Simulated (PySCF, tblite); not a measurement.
# C2H3Cl+ (doublet): geometry, infrared bands and EPR parameters

What infrared bands and EPR parameters should C2H3Cl+ (doublet) (`[CH2][CH+]Cl`) show?

The runs use tblite 0.8.0 and PySCF 2.14.0, with density-fitted response routines of our own; the level of theory stands in each step. All values are computed, except where a source is named. Atoms are numbered from 0 throughout.

## 1. The starting structure

6 atoms, charge 1, multiplicity 2; geometry from: force field or distance geometry start.

Bonds of the start (Å): C0–C1 1.41, C1–Cl2 1.72, C0–H3 1.07, C0–H4 1.09, C1–H5 1.07.

## 2. Relaxing the molecule with GFN2-xTB

What the job is given:

```
{"job": {"kind": "relax", "xc": "GFN2-xTB", "basis": "xTB"}, "charge": 1, "multiplicity": 2}
C     -0.761900    -0.149500     0.025800
C      0.578900     0.286300    -0.055700
Cl     1.878900    -0.835400     0.089200
H     -1.012600    -1.185600     0.159200
H     -1.568700     0.579100    -0.052500
H      0.888500     1.307000    -0.187700
```

Run with:

```bash
OMP_NUM_THREADS=1 python probes_run.py task.json out
```

One launch serves the whole session: the jobs run in the order shown.

Log:

```text
step      E/eV     max force
  0    -266.10278    2.284
  1    -266.17151    0.965
  2    -266.18941    0.367
  3    -266.19696    0.170
  4    -266.19840    0.152
  5    -266.20002    0.130
  6    -266.20094    0.103
  7    -266.20176    0.076
  8    -266.20195    0.028
  9    -266.20200    0.021
 10    -266.20203    0.023
 11    -266.20207    0.026
 12    -266.20210    0.016
 13    -266.20212    0.015
 14    -266.20213    0.014
 15    -266.20214    0.017
 16    -266.20215    0.013
 17    -266.20216    0.005
```

It took 0.04 s on 1 thread of Arm Neoverse V2, shared host.

The steps of the relaxation:

```tsv
step	energy from step 0 (eV)	largest force (eV/Å)
0	0.0000	2.2844
1	-0.0687	0.9651
2	-0.0866	0.3674
3	-0.0942	0.1702
4	-0.0956	0.1515
5	-0.0972	0.1296
6	-0.0982	0.1030
7	-0.0990	0.0765
8	-0.0992	0.0279
9	-0.0992	0.0212
10	-0.0992	0.0234
11	-0.0993	0.0258
12	-0.0993	0.0163
13	-0.0993	0.0150
14	-0.0994	0.0141
15	-0.0994	0.0171
16	-0.0994	0.0132
17	-0.0994	0.0050
```

Distances of close pairs at the start and the end, largest changes first:

```tsv
bond	before (Å)	after (Å)	change (Å)
C1–Cl2	1.723	1.667	-0.056
C0–C1	1.412	1.367	-0.045
C1–H5	1.075	1.090	+0.015
C0–H3	1.074	1.084	+0.010
C0–H4	1.090	1.084	-0.006
```

The final coordinates are the input of the step that follows.

## 3. Vibrational analysis with GFN2-xTB

What the job is given:

```
{"job": {"kind": "ir", "xc": "GFN2-xTB", "basis": "xTB"}, "charge": 1, "multiplicity": 2}
C     -0.727418    -0.141924     0.024033
C      0.578620     0.257086    -0.044859
Cl     1.843619    -0.821229     0.085234
H     -1.009081    -1.180126     0.158287
H     -1.528399     0.584581    -0.055258
H      0.845781     1.303604    -0.189011
```

Log:

```text
mode    cm-1     km/mol
  1     148.6      0.32
  2     382.5      1.29
  3     739.7     58.56
  4     744.8      3.77
  5     913.9     16.64
  6     988.3      4.53
  7    1206.6      1.01
  8    1281.3     55.34
  9    1431.8      6.11
 10    2979.9     36.08
 11    3032.1     76.90
 12    3069.8     46.21
```

It took 0.05 s on 1 thread of Arm Neoverse V2, shared host.

The strongest bands and the atoms that carry them (share of the mass-weighted mode):

```tsv
cm⁻¹	km/mol	atoms
740	58.6	H5 62 %, C1 26 %
914	16.6	H4 36 %, H3 30 %, C0 25 %
988	4.5	H4 25 %, H3 24 %, C1 21 %, C0 15 %
1281	55.3	H3 41 %, H4 38 %, C1 20 %
1432	6.1	C0 46 %, C1 34 %
2980	36.1	H5 91 %
3032	76.9	H4 52 %, H3 43 %
3070	46.2	H3 49 %, H4 40 %, C0 10 %
```

## 4. g tensor and hyperfine couplings: B3LYP/pcH-1

The job, as its differences from that of step 3:

```diff
@@ -1,2 +1,2 @@
-{"job": {"kind": "ir", "xc": "GFN2-xTB", "basis": "xTB"}, "charge": 1, "multiplicity": 2}
+{"job": {"kind": "epr", "basis": "pcH-1"}, "charge": 1, "multiplicity": 2}
 C     -0.727418    -0.141924     0.024033
```

Level: UKS B3LYP, pcH-1 on C Cl H, non-relativistic, mean-field spin-orbit, GIAO.

Log:

```text
UKS, coarse grid
  cycle   1  E = -537.81611179  |g| = 2.23e-01
  cycle   2  E = -537.78884668  |g| = 3.11e-01
  cycle   3  E = -537.83601955  |g| = 8.07e-02
  cycle   4  E = -537.83854822  |g| = 2.08e-02
  cycle   5  E = -537.83871704  |g| = 7.91e-03
  cycle   6  E = -537.83875553  |g| = 1.74e-03
  cycle   7  E = -537.83875775  |g| = 6.97e-04
UKS, final grid
  cycle   1  E = -537.83875143  |g| = 9.94e-04
  cycle   2  E = -537.83875004  |g| = 1.95e-03
  cycle   3  E = -537.83875203  |g| = 1.39e-04
  cycle   4  E = -537.83875204  |g| = 6.89e-05
  cycle   5  E = -537.83875205  |g| = 3.44e-05
  cycle   6  E = -537.83875205  |g| = 4.75e-06
internal stability: stable
E = -537.83875205 Eh   <S^2> = 0.7543 (exact 0.7500)
g shifts (ppm)      1          2          3
  rmc          -202       -202       -202
  gc             -5         46         50
  oz_so        -110      10576      35232
  total        -317      10420      35081
hyperfine (MHz)  atom isotope    a_iso     a_fc   dipolar eigenvalues
    0   13C      38.37      38.37    -45.19    -43.62     88.81
    1   13C      -3.22      -3.22    -21.46    -16.75     38.21
    2  35Cl      12.81      12.81    -63.93    -62.98    126.92
    3    1H     -36.63     -36.63    -19.43     -4.61     24.04
    4    1H     -38.02     -38.02    -20.96     -4.08     25.04
    5    1H     -16.35     -16.35     -9.39     -5.09     14.48
```

Run time: 17 s. Hardware: 1 thread of Arm Neoverse V2, shared host; peak memory 0.36 GiB.

Principal g values 2.00200, 2.01274, 2.03740; g(iso) = 2.01738, against 2.00232 for a free electron. They are not to be trusted: the run shows a large g shift, which the driver flags as unsure.

Mean a(iso) over the nuclei that a row names, and the largest dipolar term of the row (other rows stand at the frozen geometry):

```tsv
nuclei	isotope	a(iso) (MHz)	a(iso) (G, at g = 2.0023)	largest dipolar term (MHz)
C0	13C	38.4	13.7	88.8
H3, H4	1H	-37.3	-13.3	25.0
H5	1H	-16.3	-5.8	14.5
Cl2	35Cl	12.8	4.6	126.9
C1	13C	-3.2	-1.1	38.2
```

Mulliken spin populations:

```tsv
atom	value (e)
C0	0.55
C1	0.18
Cl2	0.33
H3	-0.02
H4	-0.02
H5	-0.01
```

The fields below are evaluated on a grid from the run's orbitals.

ELF in a plane through or near 6 of the atoms.

Values, 10 rows by 14 columns:
```
0.00 0.00 0.00 0.00 0.00 0.00 0.00 0.00 0.00 0.00 0.00 0.00 0.00 0.00
0.00 0.00 0.00 0.00 0.00 0.00 0.00 0.00 0.00 0.00 0.00 0.00 0.00 0.00
0.00 0.00 0.00 0.00 0.27 0.90 0.74 0.02 0.00 0.01 0.00 0.00 0.00 0.00
0.00 0.00 0.00 0.00 0.69 1.00 0.98 0.15 0.45 0.98 0.98 0.08 0.00 0.00
0.00 0.01 0.20 0.19 0.14 0.84 0.45 0.57 0.90 1.00 0.99 0.41 0.00 0.00
0.00 0.14 0.79 0.92 0.68 0.88 0.42 0.85 0.46 0.72 0.37 0.02 0.00 0.00
0.00 0.10 0.75 0.82 0.71 0.59 0.11 0.41 1.00 0.98 0.51 0.01 0.00 0.00
0.00 0.01 0.19 0.64 0.91 0.91 0.17 0.07 0.99 0.99 0.57 0.00 0.00 0.00
0.00 0.00 0.01 0.07 0.31 0.34 0.05 0.00 0.02 0.01 0.00 0.00 0.00 0.00
0.00 0.00 0.00 0.00 0.00 0.00 0.00 0.00 0.00 0.00 0.00 0.00 0.00 0.00
```
The map spans 8.8 Å across and 7.8 Å up, centred on the molecule. Atoms in the plane (x, y in Å): C0 (0.7, -0.1), C1 (-0.6, 0.2), Cl2 (-1.8, -0.9), H3 (1.1, -1.2), H4 (1.5, 0.6), H5 (-0.9, 1.3).

On the surface of density 0.002 e/bohr³ the electrostatic potential runs, from the 1st to the 99th percentile, from 4.73 V near Cl2 to 6.77 V near H5.

The spin density lies nearest to C0 39 %; Cl2 32 %; C1 18 %.

## 5. What came out

```
                                 quantity                                            value
strongest single infrared mode (GFN2-xTB)                             3032 cm⁻¹, 77 km/mol
             zero-point energy (GFN2-xTB)                                    24.2 kcal/mol
                           g(iso) (B3LYP)                                          2.01738
                                     ⟨S²⟩                               0.754 (exact 0.75)
       largest a(iso) (averaged by class)                              13C on C0, 38.4 MHz
            property runs in this session  1, of which 0 failed and 1 gave unsound results
```

What this shows: Over 17 steps the energy fell by 0.099 eV; of the close pairs, C1–Cl2 changed most, 1.723 to 1.667 Å. All 12 modes are real, so the xTB geometry is a minimum. The strongest single mode, at 3032 cm⁻¹, moves mainly H4 and H3. GFN2-xTB is a fitted tight-binding method: band positions and strengths are rough. Its intensities can rank the bands wrongly. The largest share of the spin, 0.55 e, sits on C0. The isotropic g lies 15.1 ppt above the free-electron value. These values are not to be trusted: the run shows a large g shift, which the driver flags as unsure.
